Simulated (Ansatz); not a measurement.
One change: `CCC(=S)S` becomes `CCC(O)=S`.

Ansatz, PBE0-D4/def2-TZVP geometries, multiplicity 1. Each molecule was computed in one conformer, which needn't be the lowest.

| property | `CCC(=S)S` |
| --- | --- |
| HOMO–LUMO gap (B3LYP/def2-TZVPP) / eV | 4.10 |
| HOMO energy (PBE/def2-TZVPP) / eV | -5.29 |
| LUMO energy (PBE0/def2-TZVPP) / eV | -1.97 |
| size of the dipole moment (PBE/def2-TZVPP) / D | 1.77 |
| LUMO energy (ωB97M-V/def2-TZVPP) / eV | 0.12 |
| LUMO energy (PBE/def2-TZVPP) / eV | -2.81 |

(1) Give the same properties after the change, and the shifts. (Estimate.)

## Answers

(1) Computed: 
```tsv
property	`CCC(O)=S`	shift
HOMO–LUMO gap (B3LYP/def2-TZVPP) / eV	4.60	0.50
HOMO energy (PBE/def2-TZVPP) / eV	-5.17	0.12
LUMO energy (PBE0/def2-TZVPP) / eV	-1.34	0.63
size of the dipole moment (PBE/def2-TZVPP) / D	4.28	2.51
LUMO energy (ωB97M-V/def2-TZVPP) / eV	0.82	0.70
LUMO energy (PBE/def2-TZVPP) / eV	-2.25	0.56
```

With PBE0 the HOMO rises by 0.10 eV and the LUMO rises by 0.63 eV, so the gap widens by about 0.53 eV. PBE moves the HOMO by 0.12 eV and ωB97M-V by 0.06 eV. Dipoles are sizes alone; their direction can turn.

Positive LUMOs are unbound, so they and the gaps depend on the basis.

B3LYP here is the variant with VWN-RPA as its local correlation; programs differ in this.
